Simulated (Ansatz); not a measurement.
**C₃H₆: a rigid scan of the angle H5–C1–H4**

An exercise on one series of results from a longer session: the logs are not shown, and one member is left open.

Program: Ansatz 0.2.0, Gaussian basis. Level of theory: single points in def2-TZVPP. These are calculated values, not measurements.

Levels: PBE-D4, r2SCAN-D4, PBE0-D4, B3LYP-D4, wB97M-V, Hartree-Fock, MP2, CCSD, CCSD(T). The scan takes 96.3, 100.8, 105.3, 109.8, 114.3, 118.8, 123.3, 127.8, 132.3°.

Correlated methods freeze the cores. B3LYP uses VWN-RPA correlation.

28 further runs of the same task are left out: 28 set aside as unsound or not needed.

### The starting structure

The minimum, relaxed at PBE0-D4: 9 atoms, charge 0, spin multiplicity 1.

Atoms are counted from 1 here; the program's logs count them from 0.

Bond lengths: C1–C2 1.497 Å, C1–C3 1.497 Å, C1–H4 1.083 Å, C1–H5 1.083 Å, C2–C3 1.497 Å, C2–H6 1.083 Å, C2–H7 1.083 Å, C3–H8 1.083 Å, C3–H9 1.083 Å. Angles: C2–C1–C3 60.0°, C2–C1–H4 118.0°, C2–C1–H5 118.0°, C3–C1–H4 118.0°, C3–C1–H5 118.0°, H4–C1–H5 114.3°, C1–C2–C3 60.0°, C1–C2–H6 118.0°, C1–C2–H7 118.0°, C3–C2–H6 118.0°, C3–C2–H7 118.0°, H6–C2–H7 114.3°, C1–C3–C2 60.0°, C1–C3–H8 118.0°, C1–C3–H9 118.0°, C2–C3–H8 118.0°, C2–C3–H9 118.0°, H8–C3–H9 114.3°.

Coordinates:

```xyz
9
C3H6
C    -0.5179    0.0193   -0.6860
C     0.7321    0.4696    0.0039
C    -0.1847   -0.5043    0.6764
H    -1.3334    0.7262   -0.7738
H    -0.4198   -0.6544   -1.5280
H     0.7661    1.4827    0.3849
H     1.6798    0.1020   -0.3691
H     0.1400   -1.5339    0.7603
H    -0.7737   -0.1534    1.5145
```

Energies of the minimum (eV), from earlier single points: PBE-D4 -3204.79965, r2SCAN-D4 -3207.21413, PBE0-D4 -3205.38706, B3LYP-D4 -3209.64542, wB97M-V -3207.36321, CCSD(T) -3202.03044.

At the minimum the angle H5–C1–H4 is 114.3°.

Set-up of the first run:

ccsdt-tzvpp/in.yaml

```yaml
crystal:
  periodic: [false, false, false]
  atoms:
    - {symbol: C, position_ang: [-0.517886, 0.019268, -0.685966]}
    - {symbol: C, position_ang: [0.732078, 0.469627, 0.003934]}
    - {symbol: C, position_ang: [-0.184666, -0.504328, 0.676392]}
    - {symbol: H, position_ang: [-1.333372, 0.726231, -0.773794]}
    - {symbol: H, position_ang: [-0.687247, -0.475861, -1.633956]}
    - {symbol: H, position_ang: [0.766123, 1.482662, 0.384892]}
    - {symbol: H, position_ang: [1.679807, 0.101970, -0.369115]}
    - {symbol: H, position_ang: [0.140014, -1.533928, 0.760279]}
    - {symbol: H, position_ang: [-0.773698, -0.153357, 1.514475]}
basis:
  gaussian: {orbitals: def2-TZVPP}
correlation: {method: ccsd_t}
```

The command line of these runs was not kept.

Steps of the session up to this table: H5–C1–H4 = 96.3°; H5–C1–H4 = 100.8°; H5–C1–H4 = 105.3°; H5–C1–H4 = 109.8°; H5–C1–H4 = 114.3°; H5–C1–H4 = 118.8°; H5–C1–H4 = 123.3°; H5–C1–H4 = 127.8°; H5–C1–H4 = 132.3°.

One table of the session follows, with a row left open; its other results are not shown here.

It belongs to the step «The curves». Energies less that of the minimum at the same level (eV):

```
      angle (°)  PBE-D4  PBE0-D4  B3LYP-D4  wB97M-V  Hartree-Fock
           96.3   0.266    0.281     0.278    0.283         0.317
          100.8   0.149    0.159     0.156    0.161         0.178
          105.3   0.066    0.071     0.069    0.072         0.079
          109.8   0.016    0.018     0.016    0.019         0.019
114.3 (minimum)   0.000    0.000     0.000    0.000         0.000
          114.3   0.000    0.000     0.000    0.000         0.000
          118.8   0.019    0.018     0.020    0.018         0.022
          123.3       ?        ?         ?        ?             ?
          127.8   0.166    0.168     0.176    0.166         0.197
          132.3   0.296    0.302     0.314    0.299         0.352
```

Q: Estimate the row for angle (°) = 123.3 from the others.

Worked estimate for «PBE-D4». A straight line through the neighbours (118.8, 0.019) and (127.8, 0.166) gives 0.019 + (0.166 − 0.019) × (123.3 − 118.8) / (127.8 − 118.8) = 0.093; a parabola fitted to 4 rows on both sides gives 0.074.

**Answer.** PBE-D4: 0.074; PBE0-D4: 0.074; B3LYP-D4: 0.079; wB97M-V: 0.072; Hartree-Fock: 0.088. In «PBE-D4» the line misses by +0.019 and the parabola by 0.000.
